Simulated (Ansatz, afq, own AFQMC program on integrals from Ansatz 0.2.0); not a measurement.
**AlC, quartet → AlC⁺, triplet**

```csv
atom,x (Å),y (Å),z (Å)
Al,0.0000,0.0000,0.0000
C,0.0000,0.0000,1.9668
```

E(triplet, charge +1) − E(quartet, charge +0) at this geometry, on UHF and UHF determinants.

Basis cc-pVDZ. Noble-gas cores (and the filled d shells of Ga–Kr and In–Xe) are frozen. Integrals, coupled cluster, full CI and functionals: Ansatz 0.2.0; the random walks run on the same integrals in our own AFQMC program. ph-AFQMC/CISD is guided by a CISD state made of CCSD amplitudes; releasing the constraint for a short imaginary time cuts its bias at the price of noise, slowly where states lie close. Error bars are statistical, one sigma. The errors of all members are added in quadrature.

Full CI on the same integrals is exact in this basis and with this determinant's frozen core.

Errors are counted within cc-pVDZ, not against nature.

Cautions: AlC (quartet): lower spins were not checked, raised T1 diagnostic (T1 0.044, weight of the determinant 0.87, largest double 0.09); AlC⁺ (triplet): lower spins were not checked, strong correlation (T1 0.079, weight of the determinant 0.82, largest double 0.18), unrestricted determinant spin contaminated (⟨S²⟩ 2.79 against 2.00), its ph-AFQMC/CISD value lies 31 ± 10 meV above full CI; this needn't be the first ionization.

| level | vertical ionization energy (eV) |
| --- | --- |
| MP2 | 8.489 |
| HF | 7.782 |

Problem. From these cheaper values, estimate the vertical ionization energy at the reference level in cc-pVDZ.

Solution. 8.437 eV (full CI in cc-pVDZ).

```csv
level,vertical ionization energy (eV),error against FCI (eV)
CCSD,8.540,0.103
CCSD(T),8.510,0.073
CCSDT,8.445,0.008
CCSDT(Q),8.435,-0.002
ph-AFQMC/HF,8.541 ± 0.049,0.104 ± 0.049
ph-AFQMC/CISD,8.474 ± 0.014,0.037 ± 0.014
released AFQMC,8.457 ± 0.018,0.020 ± 0.018
```

Correlation beyond CCSD(T) takes off 0.073 eV. The perturbative (T) step is worth −0.030 eV. Where the cautions show a poor determinant, the low rows tell how each method copes with it, not its usual error.

CCSDT and higher add their correlation energy to the determinant of the CCSD(T) run, since their own runs factorise the integrals more tightly (a shift of under 2 meV). A walk keeps the symmetry of its determinant, which the program's search chose and which needn't be the lowest solution, so a lower state of the same spin and another symmetry isn't excluded. Released energies are given only where the last usable release times agree within the noise; a slower fall can still hide under it.
